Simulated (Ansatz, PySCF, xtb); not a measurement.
Acid–base and redox partners of C=CC=C. Gas-phase values, no solvent. One relaxed conformer stands for each flexible species; it need not be the lowest. Strings in code marks are SMILES.

Quantity: gas-phase deprotonation enthalpy at 298 K, in kcal/mol. The restricted reference of `C=CC=C` and `[H]/[C-]=C/C=C` is unstable towards unrestricted orbitals. Enthalpy corrections at 298 K come from GFN2-xTB frequencies (xtb). Levels without diffuse functions put anions too high.

Level 1: B3LYP/3-21G // B3LYP-D3(BJ)/def2-TZVPD (PySCF)
Level 2: M06-2X/6-31G* // B3LYP-D3(BJ)/def2-TZVPD (PySCF)
Level 3: HF/3-21G // B3LYP-D3(BJ)/def2-TZVPD (PySCF)
Level 4: HF/aug-cc-pVTZ // B3LYP-D3(BJ)/def2-TZVPD (Ansatz, an electronic-structure program)

| species | level 1 | level 2 | level 3 | level 4 |
|---|---|---|---|---|
| proton removed from C1: `C(/C=[C-]/[H])=C` (not the most acidic site; C–C–C–C torsion 180°) | 420.9 | 413.7 | 420.9 | 404.7 |
| proton removed from C2: `C=[C-]C=C` (C–C–C–C torsion 83°) | 414.4 | 410.5 | 421.2 | 406.0 |
